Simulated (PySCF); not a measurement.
Species: boranamine, BH4N.
Bonds: B1–N2. Hydrogens: H3, H4 on B1; H5, H6 on N2.

Level of theory: core-valence-separated Tamm–Dancoff BHandHLYP/aug-pcX-1 (pcseg-1 on H) in PySCF, non-relativistic, gas phase, PBE0-D3(BJ)/def2-SVP geometry.

Computed boron K-edge spectrum, Gaussian lines of 0.6 eV full width, highest printed point 100; it ends one width below the last computed root. The energies are unshifted.

(photon energy (eV), absorption): (186.0, 1), (186.1, 2), (186.2, 6), (186.3, 13), (186.4, 27), (186.5, 47), (186.6, 71), (186.7, 91), (186.8, 100), (186.9, 94), (187.0, 76), (187.1, 53), (187.2, 31), (187.3, 16), (187.4, 7), (187.5, 3), (187.6, 1), (187.7, 0), (187.8, 0), (187.9, 0), (188.0, 0), (188.1, 0), (188.2, 0), (188.3, 0), (188.4, 0), (188.5, 0), (188.6, 0), (188.7, 0), (188.8, 0), (188.9, 0), (189.0, 0), (189.1, 0), (189.2, 0), (189.3, 0), (189.4, 0), (189.5, 0), (189.6, 1), (189.7, 2), (189.8, 3), (189.9, 5), (190.0, 6), (190.1, 7), (190.2, 8), (190.3, 9), (190.4, 11), (190.5, 15), (190.6, 20), (190.7, 25), (190.8, 28), (190.9, 28), (191.0, 26), (191.1, 21), (191.2, 18), (191.3, 15), (191.4, 13), (191.5, 11), (191.6, 9), (191.7, 6), (191.8, 4), (191.9, 2), (192.0, 2), (192.1, 2), (192.2, 2)

Q: Where are the maxima, and which lines make them up?

A: 2 maxima:
- 186.8 eV: B1 (three-coordinate boron), 186.81 eV, f = 0.080, 100 % of the height at the exact maximum
- 190.8 eV: B1 (three-coordinate boron), 190.81 eV, f = 0.020, 87 % of the height at the exact maximum

Further lines of some strength in the range: B1, 191.43 eV, f = 0.008.

Roots within 0.03 eV on the same or equivalent atoms count as one line; shares under 12 % aren't listed.

Vibrational structure and lifetime widths aren't in the curve. The ionisation threshold wasn't computed; near and above it a finite basis only mimics Rydberg series and continuum.
